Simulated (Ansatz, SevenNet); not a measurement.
## Zinc-blende InSb, LA phonon frequency at L

Reference value: 127 cm⁻¹ (measured, temperature not stated, not corrected to a static lattice; as tabulated in Ioffe Institute, NSM Archive: InSb, mechanic properties page).

Q: What do SevenNet-l3i5, LDA, PBE, PBE0, Hartree–Fock give, and how far is each from the reference?

A: 
```tsv
level (code)	value (cm⁻¹)	cell (Å³/atom)	difference (%)
SevenNet-l3i5	107	36.67	-15.7
LDA (Ansatz)	128	33.54	+0.8
PBE (Ansatz)	122	36.51	-3.9
PBE0 (Ansatz)	132	34.93	+3.9
Hartree–Fock (Ansatz)	144	36.35	+13.4
```

Once the reference is moved by up to 3.0 % (a margin picked here for doubts on the reference and the settings, and for temperature and zero-point motion) and values within 1.0 % count as equal, the nearest can be LDA (+0.8 %), PBE (-3.9 %) or PBE0 (+3.9 %). By the same margin the farthest can be SevenNet-l3i5 (-15.7 %) or Hartree–Fock (+13.4 %). Within 10 %: LDA, PBE, PBE0.

The reference isn't brought to a static lattice, while the calculations are for one, so the differences are not the levels' errors alone.  LDA, PBE: the solid has no gap at this level, which affects its response. Each level is taken at its own relaxed cell. K meshes differ between the levels. Ansatz's density-functional and Hartree–Fock values are scalar-relativistic unless marked +SOC, with PAW data made under PBE.

Machine-learned potentials (SevenNet-l3i5) are trained on DFT data: a solid inside that data is no test of them.

Differences are worked out from the printed values.

Ansatz is a quantum-chemistry and plane-wave program.
